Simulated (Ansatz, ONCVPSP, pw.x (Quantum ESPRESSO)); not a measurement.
What a changed setting does to a pw.x run (bcc W)

Potential: optimised norm-conserving Vanderbilt (ONCV), ONCVPSP 4.0.1.1 (patched build), LDA (Perdew-Wang 92); core [Kr] 4d10 4f14, reference 5s2 5p6 5d4 6s2; waves: 5s+6s: rc 2.10 bohr, ncon 4, nbas 7, qcut 7.1 1/bohr, 2 projectors; 5p: rc 1.66 bohr, ncon 3, nbas 7, qcut 9.7 1/bohr, 3 projectors, debl 0.3 Ha; 5d: rc 2.30 bohr, ncon 5, nbas 10, qcut 8 1/bohr, 2 projectors, debl 0.5 Ha; local part: polynomial inside 1.50 bohr (lpopt 3, dvloc0 0 Ha); core correction: Teter function fitted to the true core (icmod 2), fcfact 0.6. In the p channel the program set the typed energies aside and used -1.594, 0.250, 0.550 Ha.

The reference run (k-mesh 15³, cutoffs 80/320 Ry, Fermi–Dirac 0.01 Ry, mixing_beta 0.4, conv_thr 1e-9, no spin) gives -4.89 GPa at 15.430 Å³/atom, where all-electron LAPW gives -0.34 GPa. This run, with its own iteration cap, changes k-mesh shift to 1.

```
&control
  calculation='scf', prefix='x', pseudo_dir='./', outdir='./tmp', tstress=.true., disk_io='none'
/
&system
  ibrav=0, nat=1, ntyp=1, ecutwfc=80, ecutrho=320, nbnd=15,
  occupations='smearing', smearing='fd', degauss=0.01
/
&electrons
  conv_thr=1e-09, mixing_beta=0.4, electron_maxstep=60
/
ATOMIC_SPECIES
W 1.0 W.UPF
CELL_PARAMETERS angstrom
  -1.56832228 1.56832228 1.56832228
  1.56832228 -1.56832228 1.56832228
  1.56832228 1.56832228 -1.56832228
ATOMIC_POSITIONS crystal
W 0.0000 0.0000 0.0000
K_POINTS automatic
15 15 15 1 1 1
```

```bash
pw.x < W.scf.in > W.scf.out
```

**Question.** How does the run end?

**Answer.** It converges in 7 iterations; the free energy moves by -5.4 meV/atom and the pressure by -0.07 GPa.

```
Message from routine setup:
     using ibrav=0 with symmetry is DISCOURAGED, use correct ibrav instead
     lattice parameter (alat)  =       5.1333  a.u.
     unit-cell volume          =     104.1268 (a.u.)^3
     number of electrons       =        14.00
     number of Kohn-Sham states=           15
     kinetic-energy cutoff     =      80.0000  Ry
     charge density cutoff     =     320.0000  Ry
     scf convergence threshold =      1.0E-09
     Exchange-correlation= SLA  PW   NOGX NOGC
     number of k points=   120  Fermi-Dirac smearing, width (Ry)=  0.0100
     iteration #  1     ecut=    80.00 Ry     beta= 0.40
     total energy              =    -162.23703734 Ry
     estimated scf accuracy    <       0.03569937 Ry
     iteration #  2     ecut=    80.00 Ry     beta= 0.40
     total energy              =    -162.23722502 Ry
     estimated scf accuracy    <       0.00542041 Ry
     iteration #  3     ecut=    80.00 Ry     beta= 0.40
     total energy              =    -162.23786054 Ry
     estimated scf accuracy    <       0.00031413 Ry
     iteration #  4     ecut=    80.00 Ry     beta= 0.40
     total energy              =    -162.23787459 Ry
     estimated scf accuracy    <       0.00000415 Ry
     iteration #  5     ecut=    80.00 Ry     beta= 0.40
     total energy              =    -162.23787561 Ry
     estimated scf accuracy    <       0.00000012 Ry
     iteration #  6     ecut=    80.00 Ry     beta= 0.40
     total energy              =    -162.23787562 Ry
     estimated scf accuracy    <          4.0E-09 Ry
     iteration #  7     ecut=    80.00 Ry     beta= 0.40
     the Fermi energy is    22.7598 ev
!    total energy              =    -162.23787562 Ry
     estimated scf accuracy    <          3.3E-10 Ry
     smearing contrib. (-TS)   =      -0.00211183 Ry
     The total energy is F=E-TS. E is the sum of the following terms:
     one-electron contribution =     -14.34777050 Ry
     hartree contribution      =      16.01813182 Ry
     xc contribution           =     -43.56839589 Ry
     ewald contribution        =    -120.33772921 Ry
     convergence has been achieved in   7 iterations
          total   stress  (Ry/bohr**3)                   (kbar)     P=      -49.55
     Message from routine punch:
     Nothing written, as per user request (disk_io='none')
```

The run took about 13 s on one core of a shared host (Intel(R) Xeon(R) 6975P-C, 192 threads, 378 GiB, load 19).
